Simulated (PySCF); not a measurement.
A GIAO shielding run with PySCF (density fitting, non-relativistic, gas phase) on SMILES CP(C=C)C, C₄H₉P:

```
$ OMP_NUM_THREADS=1 python probes_run.py task.json out

{"job": {"kind": "nmr", "xc": "PBE0", "basis": "pcSseg-1", "pop": false}, "charge": 0, "multiplicity": 1}
C      2.116772    -0.564388    -0.075548
C      0.993727    -0.934395     0.548931
P     -0.437718     0.105985     0.970586
C     -0.209842     1.537364    -0.170085
C     -1.761040    -0.828060     0.071512
H      2.949231    -1.262187    -0.207146
H      2.261050     0.444332    -0.474364
H      0.923563    -1.959325     0.938060
H      0.619505     2.168237     0.182734
H     -1.122842     2.151249    -0.148474
H     -0.010298     1.224527    -1.207613
H     -1.529541    -0.966610    -0.996146
H     -1.889804    -1.815815     0.539400
H     -2.714362    -0.286902     0.169805
```

Hardware: 1 thread of an Intel Xeon Platinum 8488C, shared host.

(1) How large is the calculation?

(2) How long does it take, and how much memory does it need?

(3) And these other runs on the same molecule and hardware: GIAO shielding at B3LYP/pcSseg-1; GIAO shielding at B97-D/pcSseg-1; GIAO shielding at BLYP/pcSseg-1; GIAO shielding at BP86/pcSseg-1; GIAO shielding at HF/pcSseg-1; GIAO shielding at KT2/pcSseg-1?

## Answers

(1) 48 electrons, 137 basis functions and 731 auxiliary functions.

(2) 11 s of wall time, with 12 SCF cycles and 4 response iterations; peak memory 0.74 GiB. Times on a shared host scatter by some tens of per cent.

(3) B3LYP/pcSseg-1: 137 functions, 11 s; B97-D/pcSseg-1: 137 functions, 16 s; BLYP/pcSseg-1: 137 functions, 17 s; BP86/pcSseg-1: 137 functions, 18 s; HF/pcSseg-1: 137 functions, 6 s; KT2/pcSseg-1: 137 functions, 18 s.
